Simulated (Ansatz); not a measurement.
We consider bcc Cs, described by revPBE in Ansatz (plane waves, PAW).

Settings: plane-wave cutoff 520 eV, 14×14×14 k mesh, Fermi–Dirac smearing 0.05 eV, scalar-relativistic PAW data made under PBE.

Pressure at four volumes; x = ln(V/129.169 Å³). One pressure is withheld.

| V (Å³/atom) | x | P (GPa) |
|---|---|---|
| 121.419 | -0.0619 | 0.116 |
| 129.169 | 0.0000 | 0.001 |
| 134.336 | 0.0392 | -0.060 |
| 136.919 | 0.0583 | ? |

Q: Pass a parabola P(x) through the three rows shown, estimate the bulk modulus and its pressure derivative near zero pressure, and predict the withheld pressure.

A: Slopes between the rows: (0.001 − (0.116))/(0.0000 − (-0.0619)) = -1.86 and (-0.060 − (0.001))/(0.0392 − (0.0000)) = -1.56 GPa. Their difference over the span 0.1011 is c = 0.30/0.1011 = 3.0 GPa, so P(x) = 0.116 + (-1.86)(x − (-0.0619)) + 3.0 (x − (-0.0619))(x − (0.0000)). At the middle row B = −dP/dx = −[-1.86 + 3.0 × 0.0619] = 1.7 GPa, and B′ = dB/dP = 2c/B = 3.5. At x = 0.0583 the parabola gives -0.087 GPa; the run gives -0.087 GPa. The Birch–Murnaghan fit to the energies at all volumes has B0 = 1.67 GPa and B′ = 3.5.

Measured, for comparison: bulk modulus 2.11 GPa (corrected for temperature and zero-point phonon effects, our sources range from 2.11 to 2.35; as tabulated in Levämäki et al. (2014), arXiv:1402.3671). Computed (rounded) less measured: bulk modulus -21 % (-21 % to -29 % over the range).

Note: the cell is over a tenth larger than the published one: the level's own overestimate first of all, though another phase or state, or a fault of the published cell, is possible.

Spin–orbit coupling is not included.

Ansatz is an electronic-structure program.
